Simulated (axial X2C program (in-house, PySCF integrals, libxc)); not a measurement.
# SiH: properties at the nuclei

Wanted for SiH: properties at the nuclei, at the two-component level.

Program: an in-house X2C program for linear molecules on PySCF integrals. Level of theory: two-component X2C with atomic mean-field terms, Si dyall-v3z, H dyall-v3z. These are calculated values, not measurements.

### Step 1. Input

task.json reads:

```json
{
 "zs": [
  14,
  1
 ],
 "q": 0,
 "bas": [
  "dyall-v3z",
  "dyall-v3z"
 ],
 "r0": 1.48,
 "levels": [
  "PBE0",
  "HF",
  "PBE",
  "LDA",
  "r2SCAN"
 ],
 "nst": 3
}
```

Keys: zs atomic numbers; q charge; bas basis sets; r0 starting distance in Å; levels methods (HF also brings MP2); nst determinants followed.

Launch:

```bash
$ python soeom.py task.json out
```

The runs that follow: Expectation values, lowest determinant; Expectation values, a higher determinant; Expectation values, a higher determinant.

What does the calculation give? Wanted: lowest determinant; Eeff magnitude; Ws magnitude Si; A∥/gI Si; qzz Si; higher determinant (for each run or level that gives them).

**Answer**, as computed:

| quantity | value |
| --- | --- |
| lowest determinant | Ω = 1/2 (excess of +ω over −ω: ω = 1/2) |
| Eeff magnitude (GV/cm), PBE0 | 0.0141 |
| Ws magnitude Si (kHz), PBE0 | 0.011 |
| A∥/gI Si (MHz), PBE0 | 579 |
| qzz Si (a.u.), PBE0 | -1.48 |
| higher determinant | Ω = 3/2 (excess of +ω over −ω: ω = 3/2) |
| Eeff magnitude (GV/cm), PBE0, higher determinant | 0.0162 |
| Ws magnitude Si (kHz), PBE0, higher determinant | 0.00424 |
| A∥/gI Si (MHz), PBE0, higher determinant | 108 |
| qzz Si (a.u.), PBE0, higher determinant | -1.48 |
| higher determinant | Ω = 1/2 (excess of +ω over −ω: 2 × ω = -1/2, ω = 3/2) |
| Eeff magnitude (GV/cm), PBE0, higher determinant | 0.257 |
| Ws magnitude Si (kHz), PBE0, higher determinant | 0.199 |
| A∥/gI Si (MHz), PBE0, higher determinant | -932 |
| qzz Si (a.u.), PBE0, higher determinant | 0.70 |

**Reading.** In the first state, the effective field runs from 0.00588 to 0.0237 GV/cm over the mean-field levels, so the levels don't agree on it. The expectation values come from single determinants, which for open shells can mix terms of unlike spin or miss the lowest Ω, so a determinant need not be a state. Eeff is the effective electric field on the electron dipole moment in this Ω state and Ws the scalar–pseudoscalar constant (defined with the proton number Z and per Ω); A∥ is the parallel hyperfine constant, which follows by multiplying with the nuclear g factor gI = μI/(I μN); qzz is the electric field gradient, eQq0 = 234.96 MHz × Q/barn × qzz; μ is positive if H is the positive end. The operators were transformed with the bare-nucleus X2C matrices. A second determinant lies within 0.1 eV of the first, so their order is not settled at this level.
